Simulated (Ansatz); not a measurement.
A nudged elastic band was laid between two geometries of AlCl$_{2}$H (4 atoms, charge 0, multiplicity 1).

These are results of RKS PBE-D4/def2-mTZVP (Ansatz), not measurements.

```json
{
 "movable images": "7",
 "climbing image": "yes",
 "spring": "5.0 eV/Å²",
 "optimiser": "quadratic models (default)",
 "start path": "through a guess of the saddle point",
 "force threshold": "0.03 eV/Å",
 "iteration limit": "60",
 "end points": "relaxed"
}
```

First end point:

```xyz
4
Properties=species:S:1:pos:R:3
Al 0.321 0.000 0.339
H 0.089 0.000 1.898
Cl 2.267 0.000 -0.457
Cl -1.310 0.000 -0.991
```

Last end point:

```xyz
4
Properties=species:S:1:pos:R:3
Al -0.667 0.000 -0.137
H 1.690 0.000 0.790
Cl 2.947 0.000 1.220
Cl -2.602 0.000 -1.083
```

What changes between the two ends?

Bonds broken: Al1–H2, Al1–Cl3. Bonds formed: H2–Cl3. AlCl2H becomes AlCl + ClH.

What energy profile does the band end with?

It converged. The highest image is number 4 of 0 to 8, 254.7 kJ/mol above the first end and 58.0 kJ/mol above the last; the last end lies 196.7 kJ/mol above the first. A vibrational analysis at the climbing image gives one clearly imaginary mode, 835i cm⁻¹: a first-order saddle point. The orbitals stay closed-shell, which can raise the energy where a bond breaks towards radicals; this wasn't checked here.

| image | path coordinate (Å) | energy (kJ/mol) | Al1–H2 (Å) | Al1–Cl3 (Å) | H2–Cl3 (Å) |
| --- | --- | --- | --- | --- | --- |
| 0 | 0.00 | 0.0 | 1.58 | 2.10 | 3.21 |
| 1 | 0.39 | 21.9 | 1.57 | 2.10 | 2.84 |
| 2 | 0.78 | 91.3 | 1.57 | 2.15 | 2.42 |
| 3 | 1.17 | 198.9 | 1.60 | 2.31 | 2.03 |
| 4 | 1.56 | 254.7 | 1.72 | 2.56 | 1.68 |
| 5 | 2.22 | 208.7 | 2.31 | 3.20 | 1.34 |
| 6 | 2.88 | 201.3 | 2.45 | 3.63 | 1.33 |
| 7 | 3.54 | 198.1 | 2.48 | 3.78 | 1.33 |
| 8 | 4.20 | 196.7 | 2.53 | 3.86 | 1.33 |

What is the geometry of the highest image?


```xyz
4
Properties=species:S:1:pos:R:3
Al -0.409 0.000 0.560
H 1.075 0.000 1.436
Cl 2.109 0.000 0.110
Cl -1.408 0.000 -1.317
```

What are the harmonic wavenumbers there?

835i, 99, 284, 361, 496, 1417 cm⁻¹.

The band took 10 iterations and roughly 50 core-seconds.

Time of the run: 26 s on 2 threads of Intel(R) Xeon(R) 6975P-C (Granite Rapids) (shared host), peak memory 0.14 GiB.
